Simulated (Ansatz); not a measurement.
Results of PBEsol (PAW; Ansatz, an electronic-structure program) for fcc Ni.

Run with plane-wave cutoff 500 eV, 30×30×20 k mesh (along the axes of the cell as run), Fermi–Dirac smearing 0.1 eV, ferromagnetic start, spin-polarised with parallel moments, scalar-relativistic PAW data made under PBE.

Cell (relaxed at this level):

Ni is modelled in the cubic space group Fm-3m (No. 225), the fcc (Cu type) structure, Pearson symbol cF4. Conventional cell: a = 3.4648 Å, b = 3.4648 Å, c = 3.4648 Å, α = 90.00°, β = 90.00°, γ = 90.00°. Ni on 4a sees 12 Ni at 2.450 Å (cuboctahedral). (Neighbours: up to the widest gap in distance over summed covalent radii, below 1.35, at either atom.)
(The calculation used a cell of 2 atoms; values per cell refer to that cell.)

Problem. What does this level give for the magnetic moment per atom (the cell's total over its atoms)?

Solution. 
- magnetic moment per atom (the cell's total over its atoms): 0.61 μB

Moments are spin moments.

The result took around 6 core-minutes (rough).
